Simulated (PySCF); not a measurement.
Gas-phase reaction: C4H10 (n-butane) + 2 O + 2 H = 2 C2H5OH

Computed with PySCF (xtb for GFN2) and rigid-rotor harmonic-oscillator thermochemistry at 1 bar. 'Table' is the NASA 1993 thermochemical table (part measured, part estimated). † marks an energy on the PBE0/def2-TZVP geometry and frequencies; other levels use their own. 6-31G* has spherical d functions here. Open shells (unrestricted): O (multiplicity 3), H (multiplicity 2); the rest are closed-shell singlets. GFN2 has no spin-polarisation term. Spin-orbit splitting is ignored; it lowers the true energy and changes the entropy of O. B3LYP is the form with VWN-RPA correlation. For this reaction the table lies outside the span of B3LYP, M06-2X, MP2, r2SCAN, ωB97M-V, ωB97X-V in their largest bases here; which side is off was not settled.

Levels: a) B3LYP/def2-TZVP†; b) B3LYP/6-31G*; c) GFN2-xTB; d) HF/6-31G*; e) HF/def2-TZVP†.

### Question
Order the levels by the distance of their ΔH°(298 K) from the table for this reaction, closest first.

### Answer
a (+21 kJ), b (+55 kJ), e (+539 kJ), d (+588 kJ), c (-774 kJ)

The table gives -1278 kJ. The order holds for this reaction alone, and for the 1993 entries, some of which have been revised since.
